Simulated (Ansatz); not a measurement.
Results of PBE in Ansatz (PAW) for 1T (CdI2-type) CdI2.

Question: Estimate the interlayer binding energy, layer repeat distance and gap between the layers that the calculation returns.

Answer: 
interlayer binding energy: 0.6 meV/Å²
layer repeat distance: 7.790 Å
gap between the layers: 4.353 Å

Note: the cell comes from a level without a dispersion term, which matters for the spacing of layers, chains or molecules; the cell has widely spaced layers and the level no dispersion term, so their spacing and the moduli can rest on weak binding.

Spin–orbit coupling is not included.

Static lattice: no zero-point or thermal effects.

Computing time: very roughly 7 core-minutes.

Ansatz is a quantum-chemistry and plane-wave program.
